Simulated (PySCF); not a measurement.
C₅H₁₀P (charge +1).
SMILES: `CC1=CC[PH2+]C1`

Method used: TDDFT B3LYP/def2-SVPD, vertical, gas phase, core orbitals frozen in the response in PySCF. Geometry: GFN2-xTB; no solvent, vibrations or thermal averaging.

Broadening: Gaussians 0.25 eV wide at half height, area fixed by f = 4.319×10⁻⁹ ∫ε dν̃. The width is an assumption, not a result. The curve ends short of the highest state used, and states not computed would add to its high-energy end.

```json
{"E (eV)": "5.07", "ε (L mol⁻¹ cm⁻¹)": "0"}
{"E (eV)": "5.18", "ε (L mol⁻¹ cm⁻¹)": "4"}
{"E (eV)": "5.29", "ε (L mol⁻¹ cm⁻¹)": "29"}
{"E (eV)": "5.41", "ε (L mol⁻¹ cm⁻¹)": "76"}
{"E (eV)": "5.52", "ε (L mol⁻¹ cm⁻¹)": "66"}
{"E (eV)": "5.64", "ε (L mol⁻¹ cm⁻¹)": "43"}
{"E (eV)": "5.75", "ε (L mol⁻¹ cm⁻¹)": "64"}
{"E (eV)": "5.87", "ε (L mol⁻¹ cm⁻¹)": "338"}
{"E (eV)": "5.98", "ε (L mol⁻¹ cm⁻¹)": "1172"}
{"E (eV)": "6.09", "ε (L mol⁻¹ cm⁻¹)": "1455"}
{"E (eV)": "6.21", "ε (L mol⁻¹ cm⁻¹)": "543"}
{"E (eV)": "6.32", "ε (L mol⁻¹ cm⁻¹)": "72"}
{"E (eV)": "6.44", "ε (L mol⁻¹ cm⁻¹)": "3"}
{"E (eV)": "6.55", "ε (L mol⁻¹ cm⁻¹)": "4"}
{"E (eV)": "6.66", "ε (L mol⁻¹ cm⁻¹)": "27"}
{"E (eV)": "6.78", "ε (L mol⁻¹ cm⁻¹)": "461"}
{"E (eV)": "6.89", "ε (L mol⁻¹ cm⁻¹)": "5082"}
{"E (eV)": "7.01", "ε (L mol⁻¹ cm⁻¹)": "21665"}
{"E (eV)": "7.12", "ε (L mol⁻¹ cm⁻¹)": "26696"}
{"E (eV)": "7.24", "ε (L mol⁻¹ cm⁻¹)": "9855"}
{"E (eV)": "7.35", "ε (L mol⁻¹ cm⁻¹)": "1287"}
{"E (eV)": "7.46", "ε (L mol⁻¹ cm⁻¹)": "58"}
{"E (eV)": "7.58", "ε (L mol⁻¹ cm⁻¹)": "9"}
{"E (eV)": "7.69", "ε (L mol⁻¹ cm⁻¹)": "39"}
```

(1) Where are the band maxima, and which computed states make them?

(2) Does any computed singlet lie in the visible range?

(3) On this curve, what absorbance would a 10⁻⁵ mol/L sample give at 193 nm over a 1 cm path?

(4) Coming from long wavelengths, where does ε first pass 100 L mol⁻¹ cm⁻¹?

Results:

(1) 228 nm (5.44 eV), ε about 80, made up of S1 (99%); 205 nm (6.06 eV), ε about 1500, made up of S3 (100%); 175 nm (7.09 eV), ε about 28000, made up of S5 (100%) (ε in L mol⁻¹ cm⁻¹; maxima over ε = 5, shares over 10%). At its high-energy end, 7.69 eV, the curve is still rising (ε about 39, from S6). The states used: S1 5.44 eV (f 0.0007); S2 5.73 eV (f 0.0004); S3 6.06 eV (f 0.014); S4 6.75 eV (f 0.0002); S5 7.09 eV (f 0.260); S6 7.79 eV (f 0.0005); S7 8.03 eV (f 0.0026); S8 8.29 eV (f 0.115).

(2) No computed singlet lies in the visible range (380 to 750 nm); the lowest, at 228 nm, stands 2.18 eV above its violet end (3.26 eV).

(3) 193 nm is 6.424 eV, where ε is about 4.1 L mol⁻¹ cm⁻¹, so A = ε c l ≈ 4.1e-05 (Beer–Lambert, with the gas-phase spectrum and the assumed width).

(4) At about 214 nm (5.79 eV), 0.35 eV above S1.
